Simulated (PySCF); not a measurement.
# BSiH4F (SMILES FB[SiH3]), step by step, part 2 of 2

PySCF 2.14.0.

## (3) Vibrational wavenumbers at HF/cc-pV(D+d)Z (density fitting) (run 2)

Contents of job.py:

```python
# FB[SiH3]
from pyscf import gto, symm
from pyscf.hessian import thermo

mol = gto.Mole()
mol.atom = '''
F       -1.042721      -1.320594       0.343988
B        0.185686      -0.876768       0.089021
Si       0.527151       1.118553      -0.234831
H        1.054236      -1.707621       0.063419
H        1.127841       1.294958      -1.581684
H        1.502374       1.612592       0.770121
H       -0.710786       1.928033      -0.147023
'''
mol.basis = 'cc-pv(d+d)z'
mol.max_memory = 1860
mol.verbose = 3
mol.build()

mf = mol.RHF()
mf = mf.density_fit()
mf.kernel()

energy = mf.e_tot
print('E(%s) = %.9f' % ('HF', energy))
hess = mf.Hessian().kernel()
modes = thermo.harmonic_analysis(mol, hess)
thermo.dump_normal_mode(mol, modes)
symm.geom.TOLERANCE = 1e-3  # for the symmetry number
th = thermo.thermo(mf, modes['freq_au'], 298.15, 101325)
thermo.dump_thermo(mol, th)
```

Started as:

```
$ OMP_NUM_THREADS=1 python job.py
```

What it wrote:

```text
WARN: Even tempered Gaussians are generated as DF auxbasis for  Si B F H

converged SCF energy = -415.41741802437
E(HF) = -415.417418024
Mode                                 0                   1                   2
Irrep
Freq [cm^-1]                       47.1184            254.3465            487.0848
Reduced mass [au]                   1.3121              3.4048              1.0698
Force const [Dyne/A]                0.0017              0.1298              0.1495
Char temp [K]                      67.7929            365.9480            700.8066
Normal mode                   x     y     z       x     y     z       x     y     z
       0   F                -0.01 -0.01 -0.07    0.02  0.15 -0.02   -0.00 -0.00 -0.01
       1   B                 0.02  0.02  0.12    0.10 -0.07 -0.01    0.00  0.00  0.01
       2  Si                -0.00 -0.00 -0.00   -0.04 -0.06  0.01    0.01  0.01  0.04
       3   H                 0.05  0.04  0.31   -0.01 -0.18  0.03   -0.07 -0.06 -0.42
       4   H                -0.44 -0.06 -0.21   -0.12  0.11  0.00   -0.11 -0.56 -0.10
       5   H                 0.36 -0.01 -0.34   -0.12  0.11  0.01    0.06  0.51 -0.27
       6   H                 0.06  0.05  0.38   -0.21 -0.33  0.08   -0.04 -0.04 -0.27
Mode                                 3                   4                   5
Irrep
Freq [cm^-1]                      533.8158            725.1758            888.5009
Reduced mass [au]                   2.0308              2.0426              1.6364
Force const [Dyne/A]                0.3410              0.6329              0.7611
Char temp [K]                     768.0421           1043.3665           1278.3549
Normal mode                   x     y     z       x     y     z       x     y     z
       0   F                -0.06 -0.05  0.02   -0.00  0.03 -0.00   -0.00 -0.00 -0.03
       1   B                -0.00 -0.12  0.02    0.07 -0.18  0.01    0.03  0.02  0.18
       2  Si                 0.06  0.08 -0.02   -0.04  0.05 -0.00   -0.01 -0.00 -0.04
       3   H                -0.11 -0.24  0.05   -0.02 -0.28  0.04   -0.11 -0.09 -0.66
       4   H                -0.08  0.35 -0.04    0.11 -0.15  0.03    0.10  0.18  0.04
       5   H                -0.08  0.35 -0.03    0.10 -0.16 -0.03   -0.07 -0.16  0.12
       6   H                -0.19 -0.31  0.07    0.24  0.48 -0.10    0.03  0.02  0.17
Mode                                 6                   7                   8
Irrep
Freq [cm^-1]                      988.2987           1018.8875           1025.8043
Reduced mass [au]                   1.1189              1.0357              1.0366
Force const [Dyne/A]                0.6439              0.6335              0.6427
Char temp [K]                    1421.9417           1465.9523           1475.9040
Normal mode                   x     y     z       x     y     z       x     y     z
       0   F                -0.00 -0.00  0.00    0.01  0.00 -0.00    0.00  0.00  0.00
       1   B                 0.02  0.00 -0.00   -0.00 -0.01  0.00   -0.00 -0.00 -0.02
       2  Si                 0.01  0.06 -0.01    0.03 -0.01 -0.00   -0.00 -0.00 -0.03
       3   H                -0.06 -0.10  0.02   -0.02 -0.02  0.01    0.01  0.01  0.08
       4   H                -0.04 -0.55 -0.10   -0.59 -0.06 -0.28    0.32 -0.33  0.09
       5   H                 0.02 -0.50  0.24   -0.48  0.05  0.45   -0.28  0.35  0.09
       6   H                -0.27 -0.41  0.10    0.18  0.25 -0.06    0.11  0.09  0.71
Mode                                 9                  10                  11
Irrep
Freq [cm^-1]                     1162.8042           1340.7457           2290.3664
Reduced mass [au]                   1.4369              4.3538              1.0496
Force const [Dyne/A]                1.1447              4.6112              3.2440
Char temp [K]                    1673.0163           1929.0346           3295.3273
Normal mode                   x     y     z       x     y     z       x     y     z
       0   F                 0.10  0.00 -0.02    0.09  0.05 -0.02    0.00  0.00 -0.00
       1   B                -0.10  0.05  0.01   -0.19 -0.14  0.05   -0.00 -0.00 -0.00
       2  Si                -0.01 -0.00  0.00    0.01  0.01 -0.00   -0.00 -0.00 -0.04
       3   H                -0.63 -0.50  0.17    0.23  0.30 -0.08    0.00 -0.00  0.00
       4   H                 0.03  0.02  0.02    0.00 -0.02 -0.01   -0.32 -0.10  0.69
       5   H                 0.02  0.02 -0.04    0.01 -0.02  0.02    0.40  0.21  0.40
       6   H                 0.02  0.04 -0.01   -0.07 -0.08  0.02   -0.01  0.01 -0.02
Mode                                12                  13                  14
Irrep
Freq [cm^-1]                     2296.6311           2313.3961           2705.8226
Reduced mass [au]                   1.0346              1.0357              1.0930
Force const [Dyne/A]                3.2153              3.2657              4.7147
Char temp [K]                    3304.3409           3328.4620           3893.0763
Normal mode                   x     y     z       x     y     z       x     y     z
       0   F                 0.00  0.00 -0.00    0.00  0.00 -0.00    0.00  0.00 -0.00
       1   B                -0.00 -0.00  0.00   -0.00 -0.00  0.00   -0.06  0.06  0.00
       2  Si                 0.03  0.01 -0.00   -0.02  0.02  0.00   -0.00 -0.00  0.00
       3   H                 0.02 -0.01 -0.00    0.01  0.00 -0.00    0.69 -0.66 -0.02
       4   H                -0.23 -0.07  0.55   -0.05 -0.00  0.10    0.01  0.01 -0.01
       5   H                -0.49 -0.25 -0.52   -0.08 -0.03 -0.08    0.01  0.01  0.01
       6   H                -0.11  0.09  0.01    0.81 -0.53 -0.06    0.00  0.00 -0.00
temperature 298.1500 [K]
pressure 101325.00 [Pa]
Rotational constants [GHz] 35.55874 4.30754 4.01993
Symmetry number 1
Zero-point energy (ZPE) 0.04119 [Eh]   108135.231 [J/mol]
                           tot       elec      trans        rot        vib
Entropy [J/mol/K]       295.940      0.000    160.203     99.461     36.276
Cv [J/mol/K]             62.408      0.000     12.472     12.472     37.465
Cp [J/mol/K]             70.723      0.000     20.786     12.472     37.465
Internal energy [J/mol]                      3718.434   3718.434 113518.261
Internal energy [Eh]   -415.37135  -415.41742
Enthalpy [J/mol]                             6197.391   3718.434 113518.261
Enthalpy [Eh]          -415.37040
Gibbs free energy [J/mol]                  -41567.178 -25935.880 102702.526
Gibbs free energy [Eh] -415.40401
```

It took 23 s on 1 thread of Arm Neoverse V2, shared host; peak memory 0.53 GiB.

## (4) A single-point energy at CCSD(T)/cc-pVDZ (run 3)

Contents of geometry.xyz:

```xyz
7
BFH4Si
F     -1.429867    -1.602547     0.414986
B     -0.201460    -1.158721     0.160019
Si     0.140005     0.836600    -0.163833
H      0.667090    -1.989574     0.134417
H      0.740724     1.013029    -1.510505
H      1.115257     1.330663     0.841300
H     -1.097932     1.646080    -0.076025
```

Contents of job.py:

```python
# FB[SiH3]
from pyscf import gto, cc

system = gto.M(
    atom='geometry.xyz',
    basis='cc-pvdz',
    verbose=4,
    charge=0,
    max_memory=1860,
    spin=0,
)

myscf = system.RHF()
myscf.kernel()

mycc = cc.CCSD(myscf, frozen=7)
mycc.kernel()
e_t = mycc.ccsd_t()
etot = mycc.e_tot + e_t
print(f'total energy: {etot:.8f} hartree')
myscf.analyze()
```

Started as:

```
$ OMP_NUM_THREADS=1 python job.py
```

What it wrote:

```text
PySCF version 2.14.0

[INPUT] num. atoms = 7
[INPUT] num. electrons = 32
[INPUT] charge = 0
[INPUT] spin (= nelec alpha-beta = 2S) = 0
[INPUT] symmetry False subgroup None
[INPUT] Mole.unit = angstrom
[INPUT] Symbol           X                Y                Z      unit          X                Y                Z       unit  Magmom
[INPUT]  1 F     -1.429867000000  -1.602547000000   0.414986000000 AA   -2.702057024553  -3.028374931743   0.784209885529 Bohr   0.0
[INPUT]  2 B     -0.201460000000  -1.158721000000   0.160019000000 AA   -0.380704225055  -2.189665344782   0.302392084727 Bohr   0.0
[INPUT]  3 Si     0.140005000000   0.836600000000  -0.163833000000 AA    0.264571106070   1.580944875811  -0.309599500166 Bohr   0.0
[INPUT]  4 H      0.667090000000  -1.989574000000   0.134417000000 AA    1.260617400436  -3.759749964555   0.254011316486 Bohr   0.0
[INPUT]  5 H      0.740724000000   1.013029000000  -1.510505000000 AA    1.399765493892   1.914347366242  -2.854440759786 Bohr   0.0
[INPUT]  6 H      1.115257000000   1.330663000000   0.841300000000 AA    2.107530288504   2.514588634092   1.589826588597 Bohr   0.0
[INPUT]  7 H     -1.097932000000   1.646080000000  -0.076025000000 AA   -2.074790783396   3.110640379124  -0.143666428620 Bohr   0.0

nuclear repulsion = 88.1609667826483
number of shells = 27
number of NR pGTOs = 121
number of NR cGTOs = 66
basis = cc-pvdz
ecp = {}

******** <class 'pyscf.scf.hf.RHF'> ********
method = RHF
initial guess = minao
damping factor = 0
level_shift factor = 0
DIIS = <class 'pyscf.scf.diis.CDIIS'>
diis_start_cycle = 1
diis_space = 8
diis_damp = 0
SCF conv_tol = 1e-09
SCF conv_tol_grad = None
SCF max_cycles = 50
direct_scf = True
direct_scf_tol = 1e-13
Set gradient conv threshold to 3.16228e-05
Initial guess from minao.
init E= -415.272649420466
  HOMO = -0.269037644996559  LUMO = 0.00735573479988538  gap/eV = 7.52105
cycle= 1 E= -415.345751580195  delta_E= -0.0731  |g|= 0.471  |ddm|= 1.97
  HOMO = -0.432882063027947  LUMO = 0.0401854332583538  gap/eV = 12.87282
cycle= 2 E= -415.396978571023  delta_E= -0.0512  |g|= 0.271  |ddm|= 0.507
  HOMO = -0.417147194223116  LUMO = 0.0660415905307445  gap/eV = 13.14824
cycle= 3 E= -415.40994050479  delta_E= -0.013  |g|= 0.0474  |ddm|= 0.188
  HOMO = -0.411080284246884  LUMO = 0.0773749858204686  gap/eV = 13.29154
cycle= 4 E= -415.410950643539  delta_E= -0.00101  |g|= 0.00903  |ddm|= 0.0614
  HOMO = -0.415275063105527  LUMO = 0.0748088164547225  gap/eV = 13.33586
cycle= 5 E= -415.411005565937  delta_E= -5.49e-05  |g|= 0.00186  |ddm|= 0.0211
  HOMO = -0.415428876925361  LUMO = 0.0749279275151506  gap/eV = 13.34329
cycle= 6 E= -415.411008627186  delta_E= -3.06e-06  |g|= 0.000325  |ddm|= 0.00586
  HOMO = -0.415418071155982  LUMO = 0.0749740677988875  gap/eV = 13.34425
cycle= 7 E= -415.411008719077  delta_E= -9.19e-08  |g|= 7.24e-05  |ddm|= 0.000966
  HOMO = -0.415421424984222  LUMO = 0.0749787592921107  gap/eV = 13.34447
cycle= 8 E= -415.411008723998  delta_E= -4.92e-09  |g|= 1.79e-05  |ddm|= 0.000207
  HOMO = -0.415418691011276  LUMO = 0.0749791259418755  gap/eV = 13.34440
cycle= 9 E= -415.411008724332  delta_E= -3.34e-10  |g|= 3.86e-06  |ddm|= 5.76e-05
  HOMO = -0.415419097651686  LUMO = 0.0749790046189585  gap/eV = 13.34441
Extra cycle  E= -415.411008724344  delta_E= -1.23e-11  |g|= 1.73e-06  |ddm|= 7.87e-06
converged SCF energy = -415.411008724344

******** <class 'pyscf.cc.ccsd.CCSD'> ********
CC2 = 0
CCSD nocc = 9, nmo = 59
frozen orbitals 7
max_cycle = 50
direct = 0
conv_tol = 1e-07
conv_tol_normt = 1e-05
diis_space = 6
diis_start_cycle = 0
diis_start_energy_diff = 1e+09
Init t2, MP2 energy = -415.784032928993  E_corr(MP2) -0.373024204648437
Init E_corr(CCSD) = -0.373024204650279
cycle = 1  E_corr(CCSD) = -0.39693985279217  dE = -0.0239156481  norm(t1,t2) = 0.0629163
cycle = 2  E_corr(CCSD) = -0.409337315793989  dE = -0.012397463  norm(t1,t2) = 0.0201462
cycle = 3  E_corr(CCSD) = -0.410690648722016  dE = -0.00135333293  norm(t1,t2) = 0.0113072
cycle = 4  E_corr(CCSD) = -0.413110092225736  dE = -0.0024194435  norm(t1,t2) = 0.00475272
cycle = 5  E_corr(CCSD) = -0.412950910328697  dE = 0.000159181897  norm(t1,t2) = 0.00126353
cycle = 6  E_corr(CCSD) = -0.412895220680292  dE = 5.56896484e-05  norm(t1,t2) = 0.00039601
cycle = 7  E_corr(CCSD) = -0.412901941470412  dE = -6.72079012e-06  norm(t1,t2) = 0.000108571
cycle = 8  E_corr(CCSD) = -0.412904833930427  dE = -2.89246002e-06  norm(t1,t2) = 3.48763e-05
cycle = 9  E_corr(CCSD) = -0.41290501593781  dE = -1.82007383e-07  norm(t1,t2) = 1.40526e-05
cycle = 10  E_corr(CCSD) = -0.412905295466235  dE = -2.79528425e-07  norm(t1,t2) = 4.66332e-06
cycle = 11  E_corr(CCSD) = -0.412905256922928  dE = 3.85433064e-08  norm(t1,t2) = 1.59127e-06
CCSD converged
E(CCSD) = -415.8239139812674  E_corr = -0.4129052569229281
CCSD(T) correction = -0.00876454699481756
total energy: -415.83267853 hartree
**** SCF Summaries ****
Total Energy =                        -415.411008724344413
Nuclear Repulsion Energy =              88.160966782648259
One-electron Energy =                 -751.000190750718048
Two-electron Energy =                  247.428215243725418
Two-electron Coulomb Energy =          283.229068127133132
DFT Exchange-Correlation Energy =      -35.800852883407714
HOMO-LUMO gap [eV] =                    13.344412064361940
**** MO energy ****
MO #1   energy= -68.7721484538066  occ= 2
MO #2   energy= -26.3127160816618  occ= 2
MO #3   energy= -7.68120339335007  occ= 2
MO #4   energy= -6.12471651288536  occ= 2
MO #5   energy= -4.23068103567367  occ= 2
MO #6   energy= -4.23058887353458  occ= 2
MO #7   energy= -4.23013937060428  occ= 2
MO #8   energy= -1.62163645634466  occ= 2
MO #9   energy= -0.796103786606719 occ= 2
MO #10  energy= -0.732034111309106 occ= 2
MO #11  energy= -0.69590684778241  occ= 2
MO #12  energy= -0.672421588961413 occ= 2
MO #13  energy= -0.586604385546777 occ= 2
MO #14  energy= -0.485853653636091 occ= 2
MO #15  energy= -0.483707190233614 occ= 2
MO #16  energy= -0.415419097651686 occ= 2
MO #17  energy= 0.0749790046189585 occ= 0
MO #18  energy= 0.156964581346378  occ= 0
MO #19  energy= 0.178117649451992  occ= 0
MO #20  energy= 0.204242278640889  occ= 0
MO #21  energy= 0.219136163521997  occ= 0
MO #22  energy= 0.274037968570206  occ= 0
MO #23  energy= 0.301013528689135  occ= 0
MO #24  energy= 0.383510263310915  occ= 0
MO #25  energy= 0.412095196977418  occ= 0
MO #26  energy= 0.42024339158294   occ= 0
MO #27  energy= 0.482021398990027  occ= 0
MO #28  energy= 0.483941575696784  occ= 0
MO #29  energy= 0.514126884887469  occ= 0
MO #30  energy= 0.53946367033683   occ= 0
MO #31  energy= 0.580786371822255  occ= 0
MO #32  energy= 0.625216892687972  occ= 0
MO #33  energy= 0.644912739325493  occ= 0
MO #34  energy= 0.671689048768494  occ= 0
MO #35  energy= 0.715055417391845  occ= 0
MO #36  energy= 0.781008944478896  occ= 0
MO #37  energy= 0.826328761165535  occ= 0
MO #38  energy= 0.902508922502752  occ= 0
MO #39  energy= 1.01132381043236   occ= 0
MO #40  energy= 1.06197251821946   occ= 0
MO #41  energy= 1.09085771361633   occ= 0
MO #42  energy= 1.16174657730563   occ= 0
MO #43  energy= 1.20174539177513   occ= 0
MO #44  energy= 1.30015195542289   occ= 0
MO #45  energy= 1.42803790857873   occ= 0
MO #46  energy= 1.48233629895062   occ= 0
MO #47  energy= 1.5782594317992    occ= 0
MO #48  energy= 1.64430798145515   occ= 0
MO #49  energy= 1.64701962172208   occ= 0
MO #50  energy= 1.68145649174973   occ= 0
MO #51  energy= 1.77608770264288   occ= 0
MO #52  energy= 1.78838407545633   occ= 0
MO #53  energy= 1.87778690178288   occ= 0
MO #54  energy= 1.93046702547323   occ= 0
MO #55  energy= 1.94179993787039   occ= 0
MO #56  energy= 2.05423469482069   occ= 0
MO #57  energy= 2.14445486554274   occ= 0
MO #58  energy= 2.27020061234555   occ= 0
MO #59  energy= 2.27638337560444   occ= 0
MO #60  energy= 2.48419593076102   occ= 0
MO #61  energy= 2.64140828974649   occ= 0
MO #62  energy= 3.98806796670192   occ= 0
MO #63  energy= 4.00579292980392   occ= 0
MO #64  energy= 4.14435553913399   occ= 0
MO #65  energy= 4.26818046291326   occ= 0
MO #66  energy= 4.4612462796256    occ= 0
 ** Mulliken pop on meta-lowdin orthogonal AOs  **
 ** Mulliken pop  **
pop of  0 F 1s            2.00000
pop of  0 F 2s            1.77457
pop of  0 F 3s            0.00113
pop of  0 F 2px           1.77431
pop of  0 F 2py           1.92689
pop of  0 F 2pz           1.84011
pop of  0 F 3px           0.00041
pop of  0 F 3py           0.00302
pop of  0 F 3pz           0.00020
pop of  0 F 3dxy          0.00129
pop of  0 F 3dyz          0.00014
pop of  0 F 3dz^2         0.00065
pop of  0 F 3dxz          0.00092
pop of  0 F 3dx2-y2       0.00159
pop of  1 B 1s            1.99991
pop of  1 B 2s            0.90665
pop of  1 B 3s            0.00719
pop of  1 B 2px           0.61456
pop of  1 B 2py           0.96678
pop of  1 B 2pz           0.18217
pop of  1 B 3px           0.01784
pop of  1 B 3py           0.01222
pop of  1 B 3pz           0.00142
pop of  1 B 3dxy          0.00379
pop of  1 B 3dyz          0.00065
pop of  1 B 3dz^2         0.00169
pop of  1 B 3dxz          0.00324
pop of  1 B 3dx2-y2       0.00737
pop of  2 Si 1s           2.00000
pop of  2 Si 2s           1.99994
pop of  2 Si 3s           1.03732
pop of  2 Si 4s           0.00401
pop of  2 Si 2px          2.00000
pop of  2 Si 2py          2.00000
pop of  2 Si 2pz          2.00000
pop of  2 Si 3px          0.80242
pop of  2 Si 3py          0.83772
pop of  2 Si 3pz          0.80579
pop of  2 Si 4px          0.00858
pop of  2 Si 4py          0.01039
pop of  2 Si 4pz          0.00756
pop of  2 Si 3dxy         0.00609
pop of  2 Si 3dyz         0.00139
pop of  2 Si 3dz^2        0.00849
pop of  2 Si 3dxz         0.00860
pop of  2 Si 3dx2-y2      0.00931
pop of  3 H 1s            1.02340
pop of  3 H 2s            0.00608
pop of  3 H 2px           0.00154
pop of  3 H 2py           0.00169
pop of  3 H 2pz           0.00003
pop of  4 H 1s            1.11532
pop of  4 H 2s            0.00243
pop of  4 H 2px           0.00083
pop of  4 H 2py           0.00012
pop of  4 H 2pz           0.00390
pop of  5 H 1s            1.11533
pop of  5 H 2s            0.00243
pop of  5 H 2px           0.00209
pop of  5 H 2py           0.00061
pop of  5 H 2pz           0.00214
pop of  6 H 1s            1.11593
pop of  6 H 2s            0.00277
pop of  6 H 2px           0.00344
pop of  6 H 2py           0.00153
pop of  6 H 2pz           0.00006
 ** Mulliken atomic charges  **
charge of    0F =     -0.32523
charge of    1B =      0.27452
charge of    2Si =      0.45238
charge of    3H =     -0.03273
charge of    4H =     -0.12260
charge of    5H =     -0.12261
charge of    6H =     -0.12373
Dipole moment(X, Y, Z, Debye):  0.75782,  0.09187, -0.13268
```

Wall time 6 s (1 thread of Arm Neoverse V2, shared host); peak memory 0.23 GiB.

## (5) The excited states at EOM-CCSD/cc-pVDZ (root kind ee, spin of roots triplet) (run 4)

Contents of mol.xyz:

```xyz
7
BFH4Si
F     -1.429867    -1.602547     0.414986
B     -0.201460    -1.158721     0.160019
Si     0.140005     0.836600    -0.163833
H      0.667090    -1.989574     0.134417
H      0.740724     1.013029    -1.510505
H      1.115257     1.330663     0.841300
H     -1.097932     1.646080    -0.076025
```

Contents of input.py:

```python
# FB[SiH3]
import numpy
from pyscf import gto, cc

system = gto.M(
    atom='mol.xyz',
    max_memory=1860,
    verbose=3,
    spin=0,
    basis='cc-pvdz',
)

myscf = system.RHF()
myscf.kernel()

mycc = cc.CCSD(myscf, frozen=7)
mycc.kernel()
energy = mycc.e_tot
print('E(%s) = %.9f' % ('EOM-CCSD', energy))

e, vec = mycc.eomee_ccsd_triplet(nroots=6)
roots = numpy.atleast_1d(e) * 27.211386
print('EOM-EE-CCSD roots (eV)')
for i, w in enumerate(roots, 1):
    print('%3d %10.4f' % (i, w))
```

Started as:

```
$ OMP_NUM_THREADS=1 python input.py
```

What it wrote:

```text
converged SCF energy = -415.411008724344
E(CCSD) = -415.8239139812674  E_corr = -0.4129052569229281
E(EOM-CCSD) = -415.823913981
EOM-EE-CCSD roots (eV)
  1     4.3070
  2     7.4646
  3     7.6688
  4     7.6895
  5     8.1799
  6     8.2834
```

It took 41 s on 1 thread of Arm Neoverse V2, shared host; peak memory 0.33 GiB.

The roots found:

```
excited state  energy (eV)
            1        4.307
            2        7.465
            3        7.669
            4        7.689
            5        8.180
            6        8.283
```

## (6) Summary of results

What follows sums up all 2 parts.

| quantity | value |
| --- | --- |
| run 1, HF/cc-pV(D+d)Z: total energy at the end | -415.41742 Eh |
| run 1, HF/cc-pV(D+d)Z: dipole moment | 0.77 D |
| run 1, HF/cc-pV(D+d)Z: HOMO energy | -11.32 eV |
| run 1, HF/cc-pV(D+d)Z: LUMO energy | 2.02 eV |
| run 1, HF/cc-pV(D+d)Z: HOMO–LUMO gap | 13.34 eV |
| run 2, HF/cc-pV(D+d)Z: lowest harmonic wavenumber | 47 cm⁻¹ |
| run 2, HF/cc-pV(D+d)Z: highest harmonic wavenumber | 2706 cm⁻¹ |
| run 2, HF/cc-pV(D+d)Z: zero-point energy | 108.1 kJ/mol |
| run 2, HF/cc-pV(D+d)Z: ideal-gas entropy at 298.15 K (symmetry number 1 as used) | 70.7 cal/(mol K) |
| run 3, CCSD(T)/cc-pVDZ: total energy | -415.83268 Eh |
| run 3, CCSD(T)/cc-pVDZ: dipole moment (Hartree–Fock density) | 0.77 D |
| run 3, CCSD(T)/cc-pVDZ: HOMO energy (Hartree–Fock orbitals) | -11.30 eV |
| run 3, CCSD(T)/cc-pVDZ: LUMO energy (Hartree–Fock orbitals) | 2.04 eV |
| run 3, CCSD(T)/cc-pVDZ: HOMO–LUMO gap (Hartree–Fock orbitals) | 13.34 eV |
| run 3, CCSD(T)/cc-pVDZ: correlation energy (7 core orbitals frozen) | -421.7 mEh |
| run 3, CCSD(T)/cc-pVDZ: (T) correction | -8.76 mEh |
| run 3, CCSD(T)/cc-pVDZ: T1 diagnostic | 0.015 |
| run 4, EOM-CCSD/cc-pVDZ: ground-state or mean-field energy | -415.82391 Eh |
| run 4, EOM-CCSD/cc-pVDZ: dipole moment (Hartree–Fock density) | 0.77 D |
| run 4, EOM-CCSD/cc-pVDZ: HOMO energy (Hartree–Fock orbitals) | -11.30 eV |
| run 4, EOM-CCSD/cc-pVDZ: LUMO energy (Hartree–Fock orbitals) | 2.04 eV |
| run 4, EOM-CCSD/cc-pVDZ: HOMO–LUMO gap (Hartree–Fock orbitals) | 13.34 eV |
| run 4, EOM-CCSD/cc-pVDZ: correlation energy (7 core orbitals frozen) | -412.9 mEh |
| run 4, EOM-CCSD/cc-pVDZ: T1 diagnostic | 0.015 |
| run 4, EOM-CCSD/cc-pVDZ: lowest triplet excitation energy | 4.31 eV |

**Reading.** The optimisation (run 1, HF/cc-pV(D+d)Z) took 19 steps and changed the energy by -0.438 eV. Mulliken charges (run 1, HF/cc-pV(D+d)Z) run from -0.23 on F1 to +0.35 on Si3. All 15 modes (run 2, HF/cc-pV(D+d)Z) are real, so the shape is a minimum at this level. Mulliken charges (run 2, HF/cc-pV(D+d)Z) run from -0.23 on F1 to +0.35 on Si3; they depend strongly on the basis. The triples (run 3, CCSD(T)/cc-pVDZ) make up 2.1 % of the correlation energy.
